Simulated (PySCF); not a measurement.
Question: Give a PBE0-D3(BJ)/def2-SVP geometry of `C([CH2-])#N`. (Charge -1.)

Answer: 
```xyz
5
C2H2N angstrom
C     -0.5623    0.0089    0.0049
C      0.8162   -0.0107   -0.0224
N      2.0031   -0.0274   -0.0457
H     -1.1061    0.9573   -0.0159
H     -1.1336   -0.9225    0.0447
```

Orientation and origin are arbitrary. Atoms count from 1 in this order. C1 (carbon bonded to C and 2 H) is planar (angles 120.7°, 120.6° and 118.7°, sum 360.0°, 0.00 Å off the plane of its three neighbours).

Bonds between heavy atoms (Å): C1–C2 1.379, C2≡N3 1.187.

Level of theory: PBE0-D3(BJ)/def2-SVP geometry optimisation, gas phase in PySCF.

Point group: C2v (every atom within 0.08 Å of its image). Stationary, but not proved a minimum. The geometry's basis has no diffuse functions, a weakness for an anion.

The run took 2.4 s on one thread, Arm Neoverse V2 (aarch64), no GPU, shared host with 192 logical CPUs at a one-minute load of 92, and the process peaked at 0.24 GiB of memory. This is the geometry optimisation.
